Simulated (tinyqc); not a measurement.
Worked calculation (part 2 of 2): UKS/BLYP in the sto-3g basis, for BH, spin multiplicity 3. Computed by tinyqc, a small Python program that keeps every step (integrals from PySCF). Command: `OMP_NUM_THREADS=1 python tinyqc.py 20757 20758 out.jsonl` (the two numbers bound the seeds that draw the settings). One thread of a shared host (Intel(R) Xeon(R) Processor @ 2.60GHz), about 3 s of CPU time with the checks.

Geometry (angstrom):
```
atom         x         y         z
B     0.000000  0.000000  0.000000
H     0.000000  0.000000  2.250000
```

## Iteration 2: diagonalisation and new density

extrapolated F(alpha) (hartree), order 1B 1s, 1B 2s, 1B 2px, 1B 2py, 1B 2pz, 2H 1s:
```
[[-6.058494, -1.846691, -0.014124, 0.016268, -0.008002, -0.041309],
 [-1.846691, -0.685685, -0.055440, 0.058786, -0.039496, -0.079320],
 [-0.014124, -0.055440, 0.103375, -0.014411, 0.002753, -0.002375],
 [0.016268, 0.058786, -0.014411, 0.122246, 0.000266, 0.002652],
 [-0.008002, -0.039496, 0.002753, 0.000266, 0.100433, -0.084789],
 [-0.041309, -0.079320, -0.002375, 0.002652, -0.084789, -0.320485]]
```

extrapolated F(beta) (hartree), order 1B 1s, 1B 2s, 1B 2px, 1B 2py, 1B 2pz, 2H 1s:
```
[[-6.044308, -1.836461, -0.013249, 0.017914, -0.007963, -0.041085],
 [-1.836461, -0.623496, -0.042976, 0.064960, -0.038229, -0.070932],
 [-0.013249, -0.042976, 0.192585, 0.013999, -0.002124, -0.001896],
 [0.017914, 0.064960, 0.013999, 0.165202, -0.006322, 0.002426],
 [-0.007963, -0.038229, -0.002124, -0.006322, 0.153924, -0.071800],
 [-0.041085, -0.070932, -0.001896, 0.002426, -0.071800, -0.116996]]
```

X, order 1B 1s, 1B 2s, 1B 2px, 1B 2py, 1B 2pz, 2H 1s:
```
[[1.028897, -0.142011, 0.000000, 0.000000, -0.001128, 0.008793],
 [-0.142011, 1.033690, 0.000000, 0.000000, 0.006461, -0.057630],
 [0.000000, 0.000000, 1.000000, 0.000000, 0.000000, 0.000000],
 [0.000000, 0.000000, 0.000000, 1.000000, 0.000000, 0.000000],
 [-0.001128, 0.006461, 0.000000, 0.000000, 1.008423, -0.075616],
 [0.008793, -0.057630, 0.000000, 0.000000, -0.075616, 1.013128]]
```

Diagonalise F' = X^T F X, C = X C', fill 4 alpha and 2 beta electrons from the bottom; D(s) = C_occ C_occ^T. Each column has its largest component positive (the first on a tie).

F' = X^T F X (alpha) (hartree):
```
[[-5.888437, -1.014113, -0.006683, 0.008412, -0.005860, 0.017275],
 [-1.014113, -0.305413, -0.055147, 0.058305, -0.031719, -0.040100],
 [-0.006683, -0.055147, 0.103375, -0.014411, 0.002614, 0.000456],
 [0.008412, 0.058305, -0.014411, 0.122246, 0.000429, -0.000578],
 [-0.005860, -0.031719, 0.002614, 0.000429, 0.112795, -0.068674],
 [0.017275, -0.040100, 0.000456, -0.000578, -0.068674, -0.308070]]
```

orbital energies (alpha) (hartree): [-6.067070, -0.330428, -0.139222, 0.096206, 0.124055, 0.152956]

coefficients C (alpha), order 1B 1s, 1B 2s, 1B 2px, 1B 2py, 1B 2pz, 2H 1s:
```
[[0.988659, -0.066509, -0.299510, 0.014492, 0.000697, -0.084190],
 [0.039490, 0.194720, 0.983379, -0.049321, 0.001469, 0.288274],
 [0.002609, 0.026360, 0.192277, 0.821733, -0.052615, -0.533212],
 [-0.002966, -0.027635, -0.188782, 0.554469, 0.289728, 0.756446],
 [0.001959, 0.094981, 0.066972, -0.124217, 0.963005, -0.257601],
 [-0.003218, 0.942582, -0.310250, 0.037535, -0.221811, 0.014438]]
```

F' = X^T F X (beta) (hartree):
```
[[-5.875155, -1.014201, -0.007543, 0.009235, -0.006012, 0.018120],
 [-1.014201, -0.241991, -0.042446, 0.064424, -0.030189, -0.046731],
 [-0.007543, -0.042446, 0.192585, 0.013999, -0.002261, 0.000600],
 [0.009235, 0.064424, 0.013999, 0.165202, -0.006159, -0.000650],
 [-0.006012, -0.030189, -0.002261, -0.006159, 0.166384, -0.075001],
 [0.018120, -0.046731, 0.000600, -0.000650, -0.075001, -0.101656]]
```

orbital energies (beta) (hartree): [-6.052326, -0.159638, -0.050349, 0.174061, 0.193349, 0.200271]

coefficients C (beta), order 1B 1s, 1B 2s, 1B 2px, 1B 2py, 1B 2pz, 2H 1s:
```
[[0.989111, -0.174350, -0.248761, -0.060068, 0.064916, 0.020807],
 [0.038005, 0.553211, 0.828771, 0.209370, -0.220147, -0.073466],
 [0.002367, 0.070180, 0.141139, -0.097269, 0.303711, 0.934584],
 [-0.003249, -0.106145, -0.232910, 0.770794, -0.507234, 0.288210],
 [0.001903, 0.174623, -0.055758, 0.590783, 0.775819, -0.195327],
 [-0.003033, 0.737226, -0.620357, -0.246919, -0.200430, 0.077768]]
```

D(alpha) after iteration 2, order 1B 1s, 1B 2s, 1B 2px, 1B 2py, 1B 2pz, 2H 1s:
```
[[1.071786, -0.269155, -0.044854, 0.063483, -0.026240, 0.027595],
 [-0.269155, 1.008942, 0.153789, -0.218490, 0.090558, -0.123531],
 [-0.044854, 0.153789, 0.712917, 0.418590, -0.086687, -0.003972],
 [0.063483, -0.218490, 0.418590, 0.343847, -0.084148, 0.053343],
 [-0.026240, 0.090558, -0.086687, -0.084148, 0.028940, 0.064081],
 [0.027595, -0.123531, -0.003972, 0.053343, 0.064081, 0.986136]]
```

D(beta) after iteration 2, order 1B 1s, 1B 2s, 1B 2px, 1B 2py, 1B 2pz, 2H 1s:
```
[[1.008738, -0.058861, -0.009895, 0.015293, -0.028563, -0.131535],
 [-0.058861, 0.307486, 0.038914, -0.058844, 0.096675, 0.407726],
 [-0.009895, 0.038914, 0.004931, -0.007457, 0.012259, 0.051731],
 [0.015293, -0.058844, -0.007457, 0.011277, -0.018541, -0.078243],
 [-0.028563, 0.096675, 0.012259, -0.018541, 0.030497, 0.128731],
 [-0.131535, 0.407726, 0.051731, -0.078243, 0.128731, 0.543511]]
```

## Iteration 14 (converged): orbitals

converged F(alpha) (hartree), order 1B 1s, 1B 2s, 1B 2px, 1B 2py, 1B 2pz, 2H 1s:
```
[[-6.210890, -1.884326, 0.000000, 0.000000, 0.001638, -0.041976],
 [-1.884326, -0.773594, 0.000000, 0.000000, 0.015631, -0.074162],
 [0.000000, 0.000000, 0.008401, -0.009042, 0.000001, 0.000000],
 [0.000000, 0.000000, -0.009042, 0.027853, 0.000000, 0.000000],
 [0.001638, 0.015631, 0.000001, 0.000000, 0.026459, -0.073723],
 [-0.041976, -0.074162, 0.000000, 0.000000, -0.073723, -0.179936]]
```

converged F(beta) (hartree), order 1B 1s, 1B 2s, 1B 2px, 1B 2py, 1B 2pz, 2H 1s:
```
[[-6.198909, -1.876420, 0.000000, 0.000000, -0.001549, -0.041882],
 [-1.876420, -0.717947, 0.000000, 0.000000, -0.017333, -0.069406],
 [0.000000, 0.000000, 0.102784, 0.017347, -0.000001, 0.000000],
 [0.000000, 0.000000, 0.017347, 0.065482, 0.000000, 0.000000],
 [-0.001549, -0.017333, -0.000001, 0.000000, 0.060007, -0.066597],
 [-0.041882, -0.069406, 0.000000, 0.000000, -0.066597, -0.021768]]
```

As before.

F' = X^T F X (alpha) (hartree):
```
[[-6.040562, -1.019716, 0.000000, 0.000000, -0.003554, 0.017086],
 [-1.019716, -0.390820, 0.000001, 0.000000, 0.022904, -0.042083],
 [0.000000, 0.000001, 0.008401, -0.009042, 0.000001, 0.000000],
 [0.000000, 0.000000, -0.009042, 0.027853, 0.000000, 0.000000],
 [-0.003554, 0.022904, 0.000001, 0.000000, 0.037373, -0.065488],
 [0.017086, -0.042083, 0.000000, 0.000000, -0.065488, -0.166338]]
```

orbital energies (alpha) (hartree): [-6.218991, -0.240256, -0.162212, 0.004847, 0.031407, 0.061112]

coefficients C (alpha), order 1B 1s, 1B 2s, 1B 2px, 1B 2py, 1B 2pz, 2H 1s:
```
[[0.989015, -0.257891, 0.179468, 0.000000, 0.000000, -0.044808],
 [0.038345, 0.834916, -0.607281, 0.000000, 0.000000, 0.157167],
 [0.000000, -0.000002, 0.000001, 0.930698, -0.365788, 0.000011],
 [0.000000, 0.000000, 0.000000, 0.365788, 0.930698, 0.000001],
 [0.000033, 0.025249, 0.258492, -0.000011, 0.000003, 0.977354],
 [-0.002868, 0.507292, 0.795916, 0.000004, -0.000001, -0.380404]]
```

F' = X^T F X (beta) (hartree):
```
[[-6.029068, -1.021024, 0.000000, 0.000000, -0.002186, 0.017873],
 [-1.021024, -0.333918, 0.000000, 0.000000, -0.010528, -0.046912],
 [0.000000, 0.000000, 0.102784, 0.017347, -0.000001, 0.000000],
 [0.000000, 0.000000, 0.017347, 0.065482, 0.000000, 0.000000],
 [-0.002186, -0.010528, -0.000001, 0.000000, 0.070882, -0.070907],
 [0.017873, -0.046912, 0.000000, 0.000000, -0.070907, -0.005549]]
```

orbital energies (beta) (hartree): [-6.206600, -0.175060, -0.030302, 0.058662, 0.109603, 0.114310]

coefficients C (beta), order 1B 1s, 1B 2s, 1B 2px, 1B 2py, 1B 2pz, 2H 1s:
```
[[0.989353, -0.292627, 0.116932, 0.000000, -0.000005, -0.027397],
 [0.037230, 0.957567, -0.403774, 0.000001, 0.000019, 0.103404],
 [0.000000, 0.000002, 0.000002, -0.365891, 0.930658, -0.000174],
 [0.000000, 0.000000, 0.000001, 0.930658, 0.365891, -0.000068],
 [0.000730, 0.114918, 0.457777, -0.000001, 0.000165, 0.894378],
 [-0.002811, 0.267112, 0.775349, 0.000000, -0.000115, -0.602512]]
```

D(alpha) after iteration 14, order 1B 1s, 1B 2s, 1B 2px, 1B 2py, 1B 2pz, 2H 1s:
```
[[1.076867, -0.286381, 0.000001, 0.000000, 0.039913, 0.009179],
 [-0.286381, 1.067344, -0.000002, 0.000000, -0.135895, -0.059908],
 [0.000001, -0.000002, 0.866199, 0.340438, -0.000010, 0.000004],
 [0.000000, 0.000000, 0.340438, 0.133801, -0.000004, 0.000001],
 [0.039913, -0.135895, -0.000010, -0.000004, 0.067456, 0.218547],
 [0.009179, -0.059908, 0.000004, 0.000001, 0.218547, 0.890837]]
```

D(beta) after iteration 14, order 1B 1s, 1B 2s, 1B 2px, 1B 2py, 1B 2pz, 2H 1s:
```
[[1.064451, -0.243376, -0.000001, 0.000000, -0.032906, -0.080946],
 [-0.243376, 0.918320, 0.000002, 0.000000, 0.110069, 0.255673],
 [-0.000001, 0.000002, 0.000000, 0.000000, 0.000000, 0.000000],
 [0.000000, 0.000000, 0.000000, 0.000000, 0.000000, 0.000000],
 [-0.032906, 0.110069, 0.000000, 0.000000, 0.013207, 0.030694],
 [-0.080946, 0.255673, 0.000000, 0.000000, 0.030694, 0.071357]]
```

## Convergence

Stop when the energy changes by less than 1e-09 hartree and every element of the error matrix X^T (F D S - S D F) X (for each spin) is below 9e-06.

Course of the cycle:
```
iteration   E (hartree)     change  largest element of the error matrix
1          -18.87613437          -                             2.49e+00
2          -24.58562686  -5.71e+00                             1.59e-01
3          -24.54998261   3.56e-02                             1.93e-01
4          -24.69343330  -1.43e-01                             1.41e-01
5          -24.74437254  -5.09e-02                             2.24e-02
6          -24.74676894  -2.40e-03                             6.09e-03
7          -24.74695294  -1.84e-04                             2.82e-03
8          -24.74700471  -5.18e-05                             9.09e-04
9          -24.74702674  -2.20e-05                             2.53e-04
10         -24.74703262  -5.89e-06                             1.83e-04
11         -24.74703802  -5.39e-06                             7.17e-05
12         -24.74703881  -7.95e-07                             2.64e-05
13         -24.74703895  -1.35e-07                             1.97e-06
14         -24.74703895  -5.45e-10                             5.02e-07
```

PySCF UKS in the same basis, fine grid, after a stability check = -24.74425336 hartree

Converged in 14 iterations. The coarse grid moves the energy by -2.79e-03 hartree.

## Populations, bond orders and dipole

overlap S, order 1B 1s, 1B 2s, 1B 2px, 1B 2py, 1B 2pz, 2H 1s:
```
[[1.000000, 0.269328, 0.000000, 0.000000, 0.000000, 0.005806],
 [0.269328, 1.000000, 0.000000, 0.000000, 0.000000, 0.108766],
 [0.000000, 0.000000, 1.000000, 0.000000, 0.000000, 0.000000],
 [0.000000, 0.000000, 0.000000, 1.000000, 0.000000, 0.000000],
 [0.000000, 0.000000, 0.000000, 0.000000, 1.000000, 0.147983],
 [0.005806, 0.108766, 0.000000, 0.000000, 0.147983, 1.000000]]
```

Mulliken: Z minus the diagonal of D S on the atom; Loewdin: the same with S^(1/2) D S^(1/2); Mayer order: 2 sum_s sum (D(s) S)_ij (D(s) S)_ji over the two atoms.

Charges (e):
```
atom   Mulliken    Loewdin  Mulliken spin
1B     0.019953   0.018673       1.186523
2H    -0.019953  -0.018673       0.813477
```

Mayer bond orders:
```
pair     order
2-1   0.337856
```

dipole moment about the origin, x y z (debye): [-0.000001, -0.000001, -0.237064]

<S^2> of the determinant (pure state: 2) = 2.021922
